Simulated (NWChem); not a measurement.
dimethyl ether (C2H6O); SMILES COC

Results from NWChem. Medium grid unless said otherwise, to which SCAN and Minnesota functionals are sensitive. The geometry was optimised at PBE0/def2-SVP. Hybrids' shares of exact exchange are those that their runs print; pure functionals count as 0. The functionals differ in more than this share.

```
row                                     share of exact exchange  highest occupied level (eV)
--------------------------------------  -----------------------  ---------------------------
LDA (Slater exchange, VWN5)/def2-TZVPD                     0.00                        -5.99
PBE/def2-TZVPD                                             0.00                        -5.91
B3LYP/def2-TZVPD                                           0.20                        -7.26
PBE0/def2-TZVPD                                            0.25                        -7.48
M06-2X/def2-TZVPD                                          0.54                     withheld
Hartree-Fock/def2-TZVPD                                    1.00                       -11.51
```

Problem. Fit a straight line of the last column on the one before it, predict the withheld value, and compare with the run.

Solution. 
1. Means of the 5 shown rows: x = 0.290, y = -7.630. Slope Σ(x − x̄)(y − ȳ)/Σ(x − x̄)² = -3.768/0.6820 = -5.526; intercept -6.027.
2. The shown rows scatter about the line by 0.088 (root mean square); the largest residual is -0.13, at B3LYP/def2-TZVPD.
3. At x = 0.54 (M06-2X/def2-TZVPD; inside the shown range) the line gives -9.01.
4. The run gives -9.06, -0.05 from the line, 0.6 times the scatter.
